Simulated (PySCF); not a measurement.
Stepwise substitution at one centre (Si F-C2H5). Isolated molecules, 0 K electronic values unless said otherwise. One relaxed conformer stands for each flexible species; it need not be the lowest. Strings in code marks are SMILES.

Quantity: redistribution energy (mixed species minus the weighted end members), in kcal/mol.

Level 1: B3LYP/6-311+G** // PBE-D3(BJ)/def2-SVP (PySCF)
Level 2: M06-2X/6-31G* // PBE-D3(BJ)/def2-SVP (PySCF)
Level 3: PBE/6-31G* // PBE-D3(BJ)/def2-SVP (PySCF)
Level 4: HF/6-31G* // PBE-D3(BJ)/def2-SVP (PySCF)

```
species                                                                                     level 1  level 2  level 3  level 4
------------------------------------------------------------------------------------------  -------  -------  -------  -------
3 of 4 F replaced by C2H5: `F[Si](CC)(CC)CC`                                                  -4.84    -2.87    -5.14    -4.73
1 of 4 F replaced by C2H5: `[Si](F)(CC)(F)F`                                                  -8.05    -5.17    -7.66    -6.98
2 of 4 F replaced by C2H5: `CC[Si](F)(F)CC` (C–C–Si–F torsion 65°, F–Si–C–C torsion -180°)    -8.21    -5.16    -8.27    -7.43
```
